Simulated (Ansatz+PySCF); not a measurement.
The numbers below are computed, except where a source is named.
A run of PySCF 2.14.0 on triplet AlN at this shape:

```csv
atom,x (Å),y (Å),z (Å)
Al,0.0000,0.0000,0.0000
N,0.0000,0.0000,2.1200
```

Its results:

```yaml
Converged: yes
Reference_energy: -296.23021 hartree
CCSD_correlation_energy: -0.11010 hartree
Triples_correction: -0.00383 hartree
Total_energy: -296.34414 hartree
Spin_squared_of_the_determinant: 2.705
```

Problem. Which input gives this output? Name the method, the orbitals and the basis set, and write the input.

Solution. UHF-CCSD(T) in 6-31G.

```python
from pyscf import gto, scf, cc

mol = gto.M(atom="""
Al 0.000000 0.000000 0.000000
N 0.000000 0.000000 2.120000
""", basis='6-31g', charge=0, spin=2)
mf = scf.UHF(mol)
mf.kernel()
mycc = cc.CCSD(mf, frozen=6).run()
et = mycc.ccsd_t()
print(mf.e_tot, mycc.e_corr, et, mycc.e_tot + et)
```

This is not the lowest solution: another run reaches a determinant 0.53 eV lower. Caution: the unrestricted determinant is spin contaminated; another reference gives a lower total.
